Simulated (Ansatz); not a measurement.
# BH4O (doublet): wave-function methods side by side at distance O1–H3 along a hydrogen transfer = 1.218 Å, cc-pVDZ

One table from this session's results is given with a row withheld; the runs are named, their logs left out.

Method: cc-pVDZ, core rule «outside noble gas», up to 2 orbitals frozen; program: Ansatz 0.2.0, Gaussian basis.

Plan: UHF; CCSD(T) on ROHF; CCSD(T) on UHF; BCCD(T) on ROHF; CISD; CCSDT(Q) on ROHF; CCSDT(Q) on UHF; CASSCF and MRCISD+Q, 3 electrons in 3 orbitals; CASSCF and NEVPT2, 3 electrons in 3 orbitals.

10 further runs of the same task are left out: 1 for a mislabelled method, 8 that didn't finish, 1 set aside as unsound or not needed.

## The system

The geometry derives from fragments relaxed apart (PBE0/def2-TZVP) and kept rigid, so it is no stationary point. A hydrogen atom is moved between rigid fragments.

6 atoms, charge 0, spin multiplicity 2.

Atoms are counted from 1 here; the program's logs count them from 0.

Bond lengths: O1–H2 0.960 Å, O1–H3 1.218 Å, H3–B4 1.213 Å, B4–H5 1.191 Å, B4–H6 1.191 Å. Angles: H2–O1–H3 105.1°, O1–H3–B4 180.0°, H3–B4–H5 115.3°, H3–B4–H6 115.3°, H5–B4–H6 129.4°.

Set-up of the first run:

File in.yaml:

```yaml
crystal:
  periodic: [false, false, false]
  atoms:
    - {symbol: O, position_ang: [-1.075954, -0.030281, 0.000000]}
    - {symbol: H, position_ang: [-1.325264, 0.896295, 0.000000]}
    - {symbol: H, position_ang: [0.142046, -0.030281, 0.000000]}
    - {symbol: B, position_ang: [1.355046, -0.030281, 0.000000]}
    - {symbol: H, position_ang: [1.864119, -0.030281, 1.077008]}
    - {symbol: H, position_ang: [1.864119, -0.030281, -1.077009]}
basis:
  gaussian: {orbitals: cc-pVDZ}
magnetization: {spin_polarized: true, initial_magnetization: 1}
hamiltonian: {xc: hf}
output: {orbitals: {seedname: orbitals}}
```

Started as:

```sh
ansatz run in.yaml --threads 1 --pin off --events-out ev --progress --plain --max-ram 2393MiB
```

Steps of the session up to this table: UHF; CCSD(T) on ROHF; CCSD(T) on UHF; BCCD(T) on ROHF; CISD; CCSDT(Q) on ROHF; CCSDT(Q) on UHF; CASSCF and MRCISD+Q, 3 electrons in 3 orbitals; CASSCF and NEVPT2, 3 electrons in 3 orbitals.

One table of the session follows, with a row left open; its other results are not shown here.

| method | from UCCSDT(Q) (kcal/mol) |
| --- | --- |
| ROHF | +203.68 |
| UHF | +197.41 |
| RMP2 | +24.73 |
| UMP2 | +26.47 |
| CISD | +20.44 |
| RCCSD | ? |
| UCCSD | +4.50 |
| RCCSD(T) | +0.85 |
| UCCSD(T) | +0.86 |
| BCCD(T) | +0.85 |
| RCCSDT | +0.40 |
| UCCSDT | +0.37 |
| RCCSDT(Q) | +0.01 |
| UCCSDT(Q) | 0 |
| CASSCF pair | +189.47 |
| NEVPT2 pair | +24.69 |
| MRCISD pair | +18.01 |
| MRCISD+Q pair | +2.58 |

Estimate the missing values for RCCSD.

As computed: from UCCSDT(Q) (kcal/mol): +4.69. In the column «from UCCSDT(Q) (kcal/mol)» it lies between UCCSD (+4.50) and MRCISD pair (+18.01).

Limits of these values: Restricted and unrestricted rows rest on different reference determinants; where their highest levels disagree by more than a few hundredths of an eV, they describe different states and don't form one ladder.
